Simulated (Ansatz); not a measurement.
Input file:

```yaml
crystal:
  periodic: [false, false, false]
  atoms:
    - {symbol: Hf, position_ang: [0.000000, 0.000000, 0.000000]}
    - {symbol: H, position_ang: [0.000000, 0.000000, 1.864769]}
basis:
  gaussian: {orbitals: def2-TZVPP}
magnetization: {spin_polarized: true, initial_magnetization: 1}
hamiltonian: {xc: {name: PBE}}
correlation: {method: rpa, electrons: outside_noble_gas}
```

```sh
$ ansatz run in.yaml --threads 1 --pin off --events-out ev --progress --plain --max-ram 4096MiB --backend cpu
```

Log:

```
433 factors; integrals over basis functions are off by at most 1.3e-3 eV
mean field evaluation 1: about -1317.4059 eV, gradient 1.3e1 eV
mean field evaluation 2: about -1317.3934 eV, gradient 1.3e1 eV
mean field evaluation 4: about -1318.6954 eV, gradient 4.1e0 eV
mean field evaluation 8: about -1318.8588 eV, gradient 5.9e-1 eV
mean field evaluation 16: about -1318.9206 eV, gradient 2.8e-3 eV
mean field evaluation 32: about -1318.9732 eV, gradient 1.7e-1 eV
mean field evaluation 64: about -1318.9199 eV, gradient 2.5e-6 eV
mean field evaluation 96: about -1318.9199 eV, gradient 1.6e-4 eV
mean field evaluation 128: about -1318.9734 eV, gradient 7.3e-2 eV
mean field evaluation 160: about -1317.6366 eV, gradient 4.6e0 eV
mean field evaluation 192: about -1318.9721 eV, gradient 1.0e-1 eV
mean field evaluation 224: about -1317.7382 eV, gradient 4.5e-1 eV
mean field -1318.97362119 eV, -48.4713865464 hartree, gradient 7.2e-6 eV, S^2 1.113545; 11 other end points of the search recorded, 0 dependent functions left out
4 core orbitals not correlated: weight in the atoms' cores, before any rotation towards them, 1.000 or more for the frozen orbitals, at most 0.000 for the correlated occupied ones
reference -1304.05472115 eV, -47.9231270822 hartree; 3, 2 occupied and 63, 64 virtual orbitals, 433 factors
Total energy: -1309.01358306 eV, -48.1053618960 hartree
```

Ran on 1 thread of AMD EPYC 7R13, shared host: 19 s wall, 0.18 GiB peak host memory.
